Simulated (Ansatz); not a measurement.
Cu4SnS4 (Pnma, No. 62; cell taken from a computed entry) was calculated with r²SCAN (plane waves, PAW; Ansatz, a first-principles code).

Numerical settings: plane-wave cutoff 560 eV, 4×8×10 k mesh (along the axes of the cell as run), Fermi–Dirac smearing 0.05 eV, no spin polarisation, scalar-relativistic PAW data made under PBE.

Cell (relaxed with PBEsol):

```cif
data_Cu16S16Sn4
_chemical_formula_sum 'Cu16 Sn4 S16'
_space_group_name_H-M_alt 'P 1'
_space_group_IT_number 1
_cell_length_a 13.27763
_cell_length_b 7.53649
_cell_length_c 6.39481
_cell_angle_alpha 90.000
_cell_angle_beta 90.000
_cell_angle_gamma 90.000
loop_
_space_group_symop_operation_xyz
  'x, y, z'
loop_
_atom_site_label
_atom_site_type_symbol
_atom_site_fract_x
_atom_site_fract_y
_atom_site_fract_z
_atom_site_occupancy
Cu1 Cu 0.82541 0.25000 0.93932 1
Cu2 Cu 0.17459 0.75000 0.06068 1
Cu3 Cu 0.67459 0.75000 0.43932 1
Cu4 Cu 0.32541 0.25000 0.56068 1
Cu5 Cu 0.16636 0.48592 0.61228 1
Cu6 Cu 0.83364 0.51408 0.38772 1
Cu7 Cu 0.33364 0.51408 0.11228 1
Cu8 Cu 0.66636 0.48592 0.88772 1
Cu9 Cu 0.66636 0.01408 0.88772 1
Cu10 Cu 0.33364 0.98592 0.11228 1
Cu11 Cu 0.83364 0.98592 0.38772 1
Cu12 Cu 0.16636 0.01408 0.61228 1
Cu13 Cu 0.92006 0.25000 0.60306 1
Cu14 Cu 0.07994 0.75000 0.39694 1
Cu15 Cu 0.57994 0.75000 0.10306 1
Cu16 Cu 0.42006 0.25000 0.89694 1
Sn1 Sn 0.92124 0.75000 0.89123 1
Sn2 Sn 0.07876 0.25000 0.10877 1
Sn3 Sn 0.57876 0.25000 0.39123 1
Sn4 Sn 0.42124 0.75000 0.60877 1
S1 S 0.40417 0.25000 0.25094 1
S2 S 0.59583 0.75000 0.74906 1
S3 S 0.09583 0.75000 0.75094 1
S4 S 0.90417 0.25000 0.24906 1
S5 S 0.67568 0.50235 0.24363 1
S6 S 0.32432 0.49765 0.75637 1
S7 S 0.82432 0.49765 0.74363 1
S8 S 0.17568 0.50235 0.25637 1
S9 S 0.17568 0.99765 0.25637 1
S10 S 0.82432 0.00235 0.74363 1
S11 S 0.32432 0.00235 0.75637 1
S12 S 0.67568 0.99765 0.24363 1
S13 S 0.92150 0.75000 0.27824 1
S14 S 0.07850 0.25000 0.72176 1
S15 S 0.57850 0.25000 0.77824 1
S16 S 0.42150 0.75000 0.22176 1
```

Estimate the band gap, smallest direct gap on the k points sampled and direct gap at Γ that the calculation returns.


- band gap: 0.02 eV (under three smearing widths, so not firm)
- smallest direct gap on the k points sampled: 0.08 eV (under three smearing widths, so not firm)
- direct gap at Γ: 0.13 eV (under three smearing widths, so not firm)

Note: cell and atoms aren't relaxed at this level (largest force component 0.30 eV/Å, pressure 2.0 GPa).

Spin–orbit coupling is not included; it can close the smallest gap of 0.02 eV.

The computed numbers hold no vibrational or temperature effects.

Computing time: very roughly 50 core-minutes.
